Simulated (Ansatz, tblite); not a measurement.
# AlH2(OH) (AlH3O): a ladder of methods and basis sets, part 2 of 2

How do method and basis change the picture of AlH2(OH) (AlH3O) (singlet)?

Ansatz 0.2.0, Gaussian basis; as each input shows. The steps go on from the part before.

## (17) PBE-D4/def2-TZVPD

Contents of in.yaml:

```yaml
crystal:
  periodic: [false, false, false]
  atoms:
    - {symbol: Al, position_ang: [0.191628, 0.463025, -0.106073]}
    - {symbol: H, position_ang: [1.749349, 0.186542, -0.171388]}
    - {symbol: H, position_ang: [-0.473225, 1.873431, -0.332347]}
    - {symbol: O, position_ang: [-0.878374, -0.811341, 0.227439]}
    - {symbol: H, position_ang: [-0.589378, -1.711657, 0.382369]}
basis:
  gaussian: {orbitals: def2-TZVPD, initial_orbitals: start.molden}
hamiltonian: {xc: pbe, dispersion: d4}
scf: {omitted_lower_state_checks: [starts]}
output: {orbitals: {seedname: orbitals}}
```

On the command line:

```bash
$ ansatz run in.yaml --threads 4 --pin off --events-out ev --progress --plain --max-ram 3916MiB
```

Standard output:

```text
Functional definition: PBE
  name "PBE"
  cite "Perdew, Burke & Ernzerhof, Phys. Rev. Lett. 77, 3865 (1996) doi:10.1103/PhysRevLett.77.3865"
  parent pbe
  parameter kappa = 0.804
  parameter beta = 0.06672455060314922
  exchange = pbe_x(kappa = kappa, mu = beta*pi^2/3)
  correlation = pbe_c(beta = beta)
these checks for a lower state are left out or cut short: starts
601 factors; their error is unknown
mean field evaluation 1: about -8688.7781 eV, gradient 9.4e0 eV
mean field evaluation 2: about -8688.8877 eV, gradient 1.8e-1 eV
mean field evaluation 4: about -8688.8841 eV, gradient 3.8e-4 eV
mean field -8688.88411410 eV, -319.3106016561 hartree, gradient 7.4e-6 eV, S^2 0.000000; 0 other end points of the search recorded, 0 dependent functions left out
reference -8688.88416142 eV, -319.3106033948 hartree; 12, 12 occupied and 98, 98 virtual orbitals, 601 factors
Total energy: -8688.93115576 eV, -319.3123304052 hartree
Checks for a lower state left out: starts
```

Run time: 0.55 s. Hardware: 4 threads of Arm Neoverse V2, shared host.

From the report: HOMO -7.08 eV, LUMO -1.78 eV.

## (18) r2SCAN-D4/def2-TZVPD

Changes to in.yaml since step 17:

```diff
@@ -10,3 +10,3 @@
   gaussian: {orbitals: def2-TZVPD, initial_orbitals: start.molden}
-hamiltonian: {xc: pbe, dispersion: d4}
+hamiltonian: {xc: r2scan, dispersion: d4}
 scf: {omitted_lower_state_checks: [starts]}
```

The command is unchanged.

Standard output:

```text
Functional definition: r2SCAN
  name "r2SCAN"
  cite "Furness, Kaplan, Ning, Perdew & Sun, J. Phys. Chem. Lett. 11, 8208 (2020) doi:10.1021/acs.jpclett.0c02405"
  cite "Furness, Kaplan, Ning, Perdew & Sun, J. Phys. Chem. Lett. 11, 9248 (2020) doi:10.1021/acs.jpclett.0c03077"
  parent r2scan
  parameter k0 = 0.174
  parameter k1 = 0.065
  parameter a1 = 4.9479
  exchange = r2scan_x(k0 = k0, k1 = k1, a1 = a1)
  correlation = r2scan_c
these checks for a lower state are left out or cut short: starts
601 factors; their error is unknown
mean field evaluation 1: about -8693.1427 eV, gradient 6.5e0 eV
mean field evaluation 2: about -8693.1968 eV, gradient 1.0e-1 eV
mean field evaluation 4: about -8693.1924 eV, gradient 1.8e-4 eV
mean field -8693.19244450 eV, -319.4689298780 hartree, gradient 1.9e-5 eV, S^2 0.000000; 0 other end points of the search recorded, 0 dependent functions left out
reference -8693.19245989 eV, -319.4689304436 hartree; 12, 12 occupied and 98, 98 virtual orbitals, 601 factors
Total energy: -8693.20301678 eV, -319.4693184021 hartree
Checks for a lower state left out: starts
```

Wall time 1.1 s (4 threads of Arm Neoverse V2, shared host).

From the report: HOMO -7.39 eV, LUMO -1.36 eV.

## (19) CCSD(T)/def2-TZVPP

Changes to in.yaml since step 18:

```diff
@@ -9,4 +9,4 @@
 basis:
-  gaussian: {orbitals: def2-TZVPD, initial_orbitals: start.molden}
-hamiltonian: {xc: r2scan, dispersion: d4}
+  gaussian: {orbitals: def2-TZVPP, initial_orbitals: start.molden}
+correlation: {method: ccsd_t}
 scf: {omitted_lower_state_checks: [starts]}
```

The command is unchanged.

Standard output, cut to the lines that bear on the results:

```text
Functional definition: HF
  name "HF"
  cite "Fock, Z. Phys. 61, 126 (1930) doi:10.1007/BF01340294"
  parent pbe
[...]
682 factors; integrals over basis functions are off by at most 1.6e-3 eV
[...]
mean field -8669.91333093 eV, -318.6134382332 hartree, gradient 4.9e-6 eV, S^2 0.000000; 0 other end points of the search recorded, 0 dependent functions left out
6 core orbitals not correlated: weight in the atoms' cores, before any rotation towards them, 1.000 or more for the frozen orbitals, at most 0.000 for the correlated occupied ones
reference -8669.91333093 eV, -318.6134382332 hartree; 6, 6 occupied and 103, 103 virtual orbitals, 682 factors
second order -9.01240930 eV of doubles, -0.00000000 eV of singles
cycle   1  -9.17982123 eV  change   -1.7e-1 eV  update   7.1e-2
[...]
cycle   9  -9.48756642 eV  change   -1.0e-5 eV  update   1.4e-5
perturbative correction -0.28238316 eV, -0.0103773896 hartree
Total energy: -8679.68328050 eV, -318.9724772577 hartree
Checks for a lower state left out: starts
```

It took 1.5 s on 4 threads of Arm Neoverse V2, shared host.

Hartree-Fock HOMO -11.66 eV, LUMO 1.61 eV; T1 0.012.

## (20) MP2/def2-TZVP

Changes to in.yaml since step 19:

```diff
@@ -9,4 +9,4 @@
 basis:
-  gaussian: {orbitals: def2-TZVPP, initial_orbitals: start.molden}
-correlation: {method: ccsd_t}
+  gaussian: {orbitals: def2-TZVP, initial_orbitals: start.molden}
+correlation: {method: mp2}
 scf: {omitted_lower_state_checks: [starts]}
```

The command is unchanged.

Standard output:

```text
Functional definition: HF
  name "HF"
  cite "Fock, Z. Phys. 61, 126 (1930) doi:10.1007/BF01340294"
  parent pbe
  exchange = exact_x
  correlation = 0
these checks for a lower state are left out or cut short: starts
580 factors; integrals over basis functions are off by at most 1.2e-3 eV
mean field evaluation 1: about -8669.4932 eV, gradient 2.1e1 eV
mean field evaluation 2: about -8669.8443 eV, gradient 4.9e-1 eV
mean field evaluation 4: about -8669.8566 eV, gradient 3.9e-3 eV
mean field -8669.85663052 eV, -318.6113545317 hartree, gradient 7.0e-6 eV, S^2 0.000000; 0 other end points of the search recorded, 0 dependent functions left out
6 core orbitals not correlated: weight in the atoms' cores, before any rotation towards them, 1.000 or more for the frozen orbitals, at most 0.000 for the correlated occupied ones
reference -8669.85663052 eV, -318.6113545317 hartree; 6, 6 occupied and 74, 74 virtual orbitals, 580 factors
second order -8.75257422 eV of doubles, -0.00000000 eV of singles
Total energy: -8678.60920473 eV, -318.9330057014 hartree
Checks for a lower state left out: starts
```

Run time: 0.2 s. Hardware: 4 threads of Arm Neoverse V2, shared host.

Report: Hartree-Fock HOMO -11.66 eV, LUMO 1.61 eV.

## (21) RPA/def2-TZVP

Changes to in.yaml since step 20:

```diff
@@ -10,4 +10,4 @@
   gaussian: {orbitals: def2-TZVP, initial_orbitals: start.molden}
-correlation: {method: mp2}
+hamiltonian: {xc: pbe}
+correlation: {method: rpa}
 scf: {omitted_lower_state_checks: [starts]}
-output: {orbitals: {seedname: orbitals}}
```

The command is unchanged.

Standard output, cut to the lines that bear on the results:

```text
Functional definition: PBE
  name "PBE"
  cite "Perdew, Burke & Ernzerhof, Phys. Rev. Lett. 77, 3865 (1996) doi:10.1103/PhysRevLett.77.3865"
  parent pbe
[...]
580 factors; integrals over basis functions are off by at most 1.2e-3 eV
[...]
mean field -8688.83158049 eV, -319.3086710815 hartree, gradient 1.1e-6 eV, S^2 0.000000; 0 other end points of the search recorded, 0 dependent functions left out
6 core orbitals not correlated: weight in the atoms' cores, before any rotation towards them, 1.000 or more for the frozen orbitals, at most 0.000 for the correlated occupied ones
reference -8669.14679350 eV, -318.5852685023 hartree; 6, 6 occupied and 74, 74 virtual orbitals, 580 factors
Total energy: -8683.74506285 eV, -319.1217450059 hartree
Checks for a lower state left out: starts
```

It took 0.55 s on 4 threads of Arm Neoverse V2, shared host.

## (22) CCSD(T)/def2-TZVPD

Changes to in.yaml since step 21:

```diff
@@ -9,5 +9,5 @@
 basis:
-  gaussian: {orbitals: def2-TZVP, initial_orbitals: start.molden}
-hamiltonian: {xc: pbe}
-correlation: {method: rpa}
+  gaussian: {orbitals: def2-TZVPD, initial_orbitals: start.molden}
+correlation: {method: ccsd_t}
 scf: {omitted_lower_state_checks: [starts]}
+output: {orbitals: {seedname: orbitals}}
```

Same command.

Standard output, cut to the lines that bear on the results:

```text
Functional definition: HF
  name "HF"
  cite "Fock, Z. Phys. 61, 126 (1930) doi:10.1007/BF01340294"
  parent pbe
[...]
747 factors; integrals over basis functions are off by at most 1.0e-3 eV
[...]
mean field -8669.88936904 eV, -318.6125576500 hartree, gradient 3.4e-6 eV, S^2 0.000000; 0 other end points of the search recorded, 0 dependent functions left out
6 core orbitals not correlated: weight in the atoms' cores, before any rotation towards them, 1.000 or more for the frozen orbitals, at most 0.000 for the correlated occupied ones
reference -8669.88936904 eV, -318.6125576500 hartree; 6, 6 occupied and 98, 98 virtual orbitals, 747 factors
second order -8.84157587 eV of doubles, -0.00000000 eV of singles
cycle   1  -9.02297619 eV  change   -1.8e-1 eV  update   7.3e-2
[...]
cycle  10  -9.33609889 eV  change   -1.9e-7 eV  update   5.7e-6
perturbative correction -0.28449243 eV, -0.0104549038 hartree
Total energy: -8679.50996035 eV, -318.9661078598 hartree
Checks for a lower state left out: starts
```

Run time: 1.2 s. Hardware: 4 threads of Arm Neoverse V2, shared host.

Report: Hartree-Fock HOMO -11.67 eV, LUMO 1.34 eV; T1 0.013.

## (23) Levels side by side

```csv
level,functions,HOMO (eV),LUMO (eV),gap (eV),time
HF/STO-3G,17,-8.45,9.54,17.99,0.05 s
PBE-D4/def2-SVP,47,-6.88,-1.56,5.32,0.25 s
PBE-D4/def2-TZVP,86,-7.03,-1.72,5.31,0.45 s
PBE-D4/def2-TZVPD,110,-7.08,-1.78,5.30,0.55 s
revPBE-D4/def2-TZVP,86,-7.01,-1.62,5.38,0.35 s
r2SCAN-D4/def2-TZVP,86,-7.36,-1.33,6.04,0.8 s
r2SCAN-D4/def2-TZVPD,110,-7.39,-1.36,6.03,1.1 s
B97M-V/def2-TZVP,86,-7.46,-1.63,5.83,1.3 s
B3LYP-D4/def2-TZVP,86,-8.19,-1.19,7.01,0.35 s
PBE0-D4/def2-SVP,47,-8.27,-0.80,7.48,0.25 s
PBE0-D4/def2-TZVP,86,-8.38,-0.96,7.42,0.4 s
PBE0-D4/def2-TZVPD,110,-8.41,-1.02,7.39,0.55 s
BHLYP-D4/def2-TZVP,86,-9.66,-0.24,9.42,0.4 s
CAM-B3LYP-D4/def2-TZVP,86,-9.81,-0.07,9.74,0.4 s
ωB97X-V/def2-TZVP,86,-10.83,0.93,11.77,1.1 s
ωB97M-V/def2-TZVP,86,-10.61,0.63,11.24,1.1 s
```

The pieces so far (eV):

```csv
basis,HF,MP2 correlation,CCSD correlation,(T),total
def2-TZVPP,-8669.9133,-9.0124,-9.4876,-0.2824,-8679.6833
def2-TZVP,-8669.8566,-8.7526,,,-8678.6092 (MP2)
def2-TZVPD,-8669.8894,-8.8416,-9.3361,-0.2845,-8679.5100
```

## (24) Binding energy

Free atoms were run apart at each level; binding is atoms less cluster, divided by the number of atoms, without zero-point or spin-orbit terms.

Differences are taken before rounding.

```csv
method,binding an atom (eV),from CCSD(T)/def2-TZVPP (eV),time
HF/STO-3G,2.938,-0.164,0.05 s
HF/def2-TZVP,2.296,-0.806,
HF/def2-TZVPD,2.301,-0.801,
HF/def2-TZVPP,2.307,-0.795,
PBE-D4/def2-SVP,3.112,+0.010,0.25 s
PBE-D4/def2-TZVP,3.125,+0.023,0.45 s
PBE-D4/def2-TZVPD,3.130,+0.028,0.55 s
revPBE-D4/def2-TZVP,3.060,-0.042,0.35 s
r2SCAN-D4/def2-TZVP,3.150,+0.048,0.8 s
r2SCAN-D4/def2-TZVPD,3.155,+0.052,1.1 s
B97M-V/def2-TZVP,3.196,+0.094,1.3 s
B3LYP-D4/def2-TZVP,3.141,+0.039,0.35 s
PBE0-D4/def2-SVP,3.053,-0.049,0.25 s
PBE0-D4/def2-TZVP,3.072,-0.030,0.4 s
PBE0-D4/def2-TZVPD,3.077,-0.025,0.55 s
BHLYP-D4/def2-TZVP,3.052,-0.050,0.4 s
CAM-B3LYP-D4/def2-TZVP,3.168,+0.066,0.4 s
ωB97X-V/def2-TZVP,3.162,+0.060,1.1 s
ωB97M-V/def2-TZVP,3.160,+0.058,1.1 s
MP2/def2-TZVP,3.085,-0.017,0.2 s
MP2/def2-TZVPD,3.102,0.000,
CCSD/def2-TZVPD,3.027,-0.076,
CCSD/def2-TZVPP,3.067,-0.035,
CCSD(T)/def2-TZVPD,3.061,-0.041,1.2 s
CCSD(T)/def2-TZVPP,3.102,0,1.5 s
```

Among the levels timed on like hardware and quicker than the yardstick, those that no quicker one beats, quickest first: HF/STO-3G (0.05 s, -0.164 eV); MP2/def2-TZVP (0.2 s, -0.017 eV); PBE-D4/def2-SVP (0.25 s, +0.010 eV). Runs this short are mostly start-up, so their order is noise.

## (25) Results

The summary covers parts 1 to 2.

```
                                                 quantity                                 value
gap in def2-TZVP, named functionals, smallest and largest  5.31 eV (PBE-D4), 11.77 eV (ωB97X-V)
                   correlation energy, CCSD(T)/def2-TZVPP                              -9.77 eV
                        correlation energy, MP2/def2-TZVP                              -8.75 eV
                   correlation energy, CCSD(T)/def2-TZVPD                              -9.62 eV
                      binding an atom, CCSD(T)/def2-TZVPP                              3.102 eV
          PBE0 total energy, smallest basis above largest        5.05 eV (def2-SVP, def2-TZVPD)
```

In words: Orbital gaps of the named functionals in def2-TZVP span 5.31 eV (PBE-D4) to 11.77 eV (ωB97X-V); exact exchange widens it. A small miss in a minimal or small basis is a cancelling of errors, not accuracy. The functionals in def2-TZVP miss CCSD(T)/def2-TZVPP by -0.050 (BHLYP-D4) to +0.094 eV (B97M-V) an atom. The reference is CCSD(T) in one finite basis, so it carries an error of its own, often a tenth of an eV or more, and near misses can't be ranked.

PBE-D4/def2-SVP reaches 0.010 eV from the reference in 0.25 s, where CCSD(T)/def2-TZVPP took 1.5 s. The slowest run with a step of its own, CCSD(T)/def2-TZVPP, took 1.5 s; the quickest functional in def2-TZVP took 0.35 s (shared host).
